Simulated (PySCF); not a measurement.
# Bond length, frequency and bond energy of AlB by level of theory

State: ³Σ⁻ (triplet), unpaired electrons π ↑↑. Set-up: Al aug-pcseg-1, B aug-pcseg-1; no relativity (PySCF 2.14). De refers to Al + B in their high-spin ground configurations, without counterpoise correction. The functionals are run spin-unrestricted. A positive dipole means Al(−)B(+). Levels whose curve was spin-contaminated or gave no clean fit are not listed.

```tsv
Level	Re (Å)	ωe (cm⁻¹)	De (eV)	μ (D)	CPU s a point (SCF and correlation, without the integrals)
ROHF	2.087	556	0.76	-1.55	0.084
ROHF-MP2	2.050	602	1.58	n/a	0.14
ROHF-SCS-MP2	2.050	601	1.34	n/a	n/a
ROHF-CCSD	2.053	599	1.52	n/a	n/a
ROHF-CCSD(T)	2.049	604	1.72	n/a	1.7
PBE	2.048	601	2.34	-1.73	0.53
M06	2.031	612	1.99	-1.78	0.86
```

Problem. What does the triples do here, going from ROHF-CCSD to ROHF-CCSD(T)?

Solution. ROHF-CCSD(T) less ROHF-CCSD: -0.4 pm in Re, +0.8 % in ωe, +0.20 eV in De. Correlation nearly always deepens the well. The bond shortens, as in weak, metallic or heavy-atom bonds, where dispersion and the correlation of outer-core electrons pull the atoms together.

Problem. What does all correlation do here, going from ROHF to ROHF-CCSD(T)?

Solution. ROHF-CCSD(T) less ROHF: -3.8 pm in Re, +8.6 % in ωe, +0.96 eV in De. Correlation nearly always deepens the well. The bond shortens, as in weak, metallic or heavy-atom bonds, where dispersion and the correlation of outer-core electrons pull the atoms together.

Correlated steps freeze 6 core orbitals. Correlated levels converge slowly with the basis: in double zeta they bind strong bonds too weakly, by up to about 1 eV, and carry superposition errors of some tenths. The CCSD T1 diagnostic is raised, a sign that a single reference may not be enough here. UHF is strongly spin-contaminated for AlB, so the ROHF reference used there is far from stable. The state was picked by a PBE0 search and need not be the measured ground state.

The whole job (state search and all levels along the bond) took about 1.8 min on 1 thread of Arm Neoverse V2 (shared host), peak memory 0.65 GiB.
